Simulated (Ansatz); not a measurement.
Ethylene, C₂H₄: measurement beside calculation (Ansatz, PBE0-D4/def2-TZVP geometry).

```xyz
6

C     0.454   -0.449    0.173
C    -0.454    0.449   -0.173
H     1.205   -0.798   -0.528
H     0.485   -0.873    1.171
H    -1.205    0.798    0.528
H    -0.485    0.873   -1.171
```

Measured: 14.66 eV (ionisation energy: broad valence photoelectron band maximum (higher-lying ionic state, not the first ionisation), He(I) photoelectron spectroscopy). Source: PEPICO analysis of catalytic reactor effluents towards quantitative isomer discrimination: DME conversion over a ZSM-5 zeolite, 2024 (pmc:11226177).

| level | vertical IE (eV) | minus measured (eV) |
| --- | --- | --- |
| PBE-D4/def2-TZVPP | 10.70 | -3.96 |
| r2SCAN-D4/def2-TZVPP | 10.51 | -4.15 |
| PBE0-D4/def2-TZVPP | 10.53 | -4.13 |
| B3LYP-D4/def2-TZVPP | 10.63 | -4.03 |
| ωB97X-V/def2-TZVPP | 10.53 | -4.13 |
| ωB97M-V/def2-TZVPP | 10.54 | -4.12 |
| B2PLYP/def2-TZVPP | 10.57 | -4.09 |
| HF/def2-TZVPP | 8.96 | -5.70 |
| MP2/def2-TZVPP | 10.72 | -3.94 |
| CCSD/def2-TZVPP | 10.53 | -4.13 |
| CCSD(T)/def2-TZVPP | 10.69 | -3.97 |
| HF/def2-QZVPP | 8.96 | -5.70 |
| MP2/def2-QZVPP | 10.78 | -3.88 |
| CCSD/def2-QZVPP | 10.57 | -4.09 |
| CCSD(T)/def2-QZVPP | 10.74 | -3.92 |
| HF/CBS(def2) | 8.96 | -5.70 |
| MP2/CBS(def2) | 10.82 | -3.84 |
| CCSD/CBS(def2) | 10.60 | -4.06 |
| CCSD(T)/CBS(def2) | 10.78 | -3.88 |
| −ε(HOMO), LDA (SPW92) | 6.96 | -7.70 |
| −ε(HOMO), PBE | 6.77 | -7.89 |
| −ε(HOMO), revPBE | 6.71 | -7.95 |
| −ε(HOMO), BLYP | 6.60 | -8.06 |
| −ε(HOMO), r2SCAN | 6.97 | -7.69 |
| −ε(HOMO), B97M-V | 6.94 | -7.72 |
| −ε(HOMO), PBE0 | 7.91 | -6.75 |
| −ε(HOMO), B3LYP | 7.67 | -6.99 |
| −ε(HOMO), r2SCANh | 7.40 | -7.26 |
| −ε(HOMO), r2SCAN0 | 8.05 | -6.61 |
| −ε(HOMO), HSE06 | 7.50 | -7.16 |
| −ε(HOMO), BHLYP | 8.87 | -5.79 |
| −ε(HOMO), CAM-B3LYP | 9.28 | -5.38 |
| −ε(HOMO), LC-ωPBE | 10.75 | -3.91 |
| −ε(HOMO), ωB97X-V | 10.31 | -4.35 |
| −ε(HOMO), ωB97M-V | 10.22 | -4.44 |

Computed values are vertical and leave out zero-point energy and spin–orbit coupling, so an adiabatic measurement lies lower by the cation's relaxation. All levels miss by much here, so the measurement may belong to another conformer or state, or be off; this wasn't checked.

Measured: 3105.5 cm⁻¹ (nu9 CH stretch, gas-phase spectroscopy, literature); 2988.7 cm⁻¹ (nu11 CH stretch, gas-phase spectroscopy, literature); 1443.5 cm⁻¹ (nu12 H-C-H in-plane scissoring, gas-phase spectroscopy, literature); 1342 cm⁻¹ (nu3 H-C-H in-plane scissoring, gas-phase spectroscopy, literature); 949.3 cm⁻¹ (nu7, gas-phase spectroscopy, literature); 943 cm⁻¹ (nu8, gas-phase spectroscopy, literature); 1632 cm⁻¹ (C=C stretch, in situ SHINERS Raman); 950 cm⁻¹ (IR band of ethylene gas, mode not assigned in paper, operando transmission FTIR, 4 cm-1 resolution); 1420 cm⁻¹ (IR band of ethylene gas, mode not assigned in paper, operando transmission FTIR, 4 cm-1 resolution); 2970 cm⁻¹ (IR band of ethylene gas, C-H stretch region, mode not assigned in paper, operando transmission FTIR, 4 cm-1 resolution); 3129 cm⁻¹ (IR band of ethylene gas, C-H stretch region, mode not assigned in paper, operando transmission FTIR, 4 cm-1 resolution); 1443 cm⁻¹ (CH2 scissoring, band centre, FTIR transmission). Source: Infrared spectroscopy of clathrate hydrates for planetary science: the ethylene case, 2021 (arxiv:2104.07107); In Situ Shell‐Isolated Nanoparticle‐Enhanced Raman Spectroscopy of Nickel‐Catalyzed Hydrogenation Reactions, 2020 (pmc:7187311); Ethylene Elimination Using Activated Carbons Obtained from Baru (Dipteryx alata vog.) Waste and Impregnated with Copper Oxide, 2024 (pmc:11206033); Carbon 'fluffy' aggregates produced by helium - hydrocarbon high pressure plasmas as analogs to interstellar dust, 2018 (arxiv:1809.03698).

Harmonic PBE0-D4 wavenumbers (cm⁻¹, unscaled): 828, 979, 984, 1067, 1239, 1382, 1466, 1704, 3146, 3162, 3222, 3250. Fundamentals include anharmonicity and usually lie a few per cent under these; harmonic values from spectra compare directly.

Enthalpy of formation at 298 K: 12.5 kcal/mol (zero for an element's reference state; older measured values of the G2 set, as listed by Staroverov and co-workers, J. Chem. Phys. 119, 12129, 2003). With their computed zero-point and thermal terms and the atoms' enthalpies of Curtiss and co-workers (1997) it gives an electronic atomization energy of 563.5 kcal/mol.

| level | atomization (kcal/mol) | error | error per bond |
| --- | --- | --- | --- |
| LDA (SPW92) | 632.3 | 68.8 | 13.8 |
| PBE-D4 | 573.0 | 9.5 | 1.9 |
| revPBE-D4 | 561.4 | -2.0 | -0.4 |
| BLYP-D4 | 563.8 | 0.3 | 0.1 |
| r2SCAN-D4 | 563.1 | -0.4 | -0.1 |
| B97M-V | 563.7 | 0.2 | 0.0 |
| PBE0-D4 | 564.9 | 1.4 | 0.3 |
| B3LYP-D4 | 565.3 | 1.8 | 0.4 |
| r2SCANh-D4 | 560.6 | -2.9 | -0.6 |
| r2SCAN0-D4 | 557.0 | -6.5 | -1.3 |
| HSE06-D4 | 565.3 | 1.8 | 0.4 |
| BHLYP-D4 | 551.2 | -12.3 | -2.5 |
| CAM-B3LYP-D4 | 565.7 | 2.2 | 0.4 |
| ωB97X-V | 561.5 | -2.0 | -0.4 |
| ωB97M-V | 564.0 | 0.6 | 0.1 |
| B2PLYP | 559.9 | -3.5 | -0.7 |
| PBE-QIDH | 560.1 | -3.4 | -0.7 |
| PBE | 571.8 | 8.3 | 1.7 |
| revPBE | 556.6 | -6.9 | -1.4 |
| BLYP | 560.9 | -2.5 | -0.5 |
| r2SCAN | 562.8 | -0.7 | -0.1 |
| PBE0 | 563.9 | 0.4 | 0.1 |
| B3LYP | 563.4 | -0.1 | 0.0 |
| r2SCANh | 560.3 | -3.2 | -0.6 |
| r2SCAN0 | 556.7 | -6.8 | -1.4 |
| HSE06 | 564.4 | 0.9 | 0.2 |
| BHLYP | 550.0 | -13.5 | -2.7 |
| CAM-B3LYP | 564.8 | 1.3 | 0.3 |
| LC-ωPBE | 559.8 | -3.7 | -0.7 |
| HF/def2-TZVPP | 428.1 | -135.3 | -27.1 |
| MP2/def2-TZVPP | 554.8 | -8.7 | -1.7 |
| SCS-MP2/def2-TZVPP | 555.2 | -8.3 | -1.7 |
| CCSD/def2-TZVPP | 544.7 | -18.8 | -3.8 |
| CCSD(T)/def2-TZVPP | 551.4 | -12.1 | -2.4 |
| HF/def2-QZVPP | 428.6 | -134.8 | -27.0 |
| MP2/def2-QZVPP | 561.6 | -1.9 | -0.4 |
| SCS-MP2/def2-QZVPP | 563.0 | -0.5 | -0.1 |
| CCSD/def2-QZVPP | 550.6 | -12.8 | -2.6 |
| CCSD(T)/def2-QZVPP | 557.8 | -5.6 | -1.1 |
| HF/CBS(def2) | 428.7 | -134.8 | -27.0 |
| MP2/CBS(def2) | 566.4 | 2.9 | 0.6 |
| CCSD/CBS(def2) | 554.8 | -8.7 | -1.7 |
| CCSD(T)/CBS(def2) | 562.3 | -1.1 | -0.2 |

Functionals use def2-TZVPP; B3LYP here is the variant with VWN-RPA as its local correlation; programs differ in this. The calculations leave out spin–orbit coupling, scalar relativity and, for the correlated methods, core correlation; together these are worth up to about 1 kcal/mol a heavy atom. HSE06 is defined as in plane-wave codes. CBS extrapolates def2-TZVPP and def2-QZVPP. T1 = 0.011.
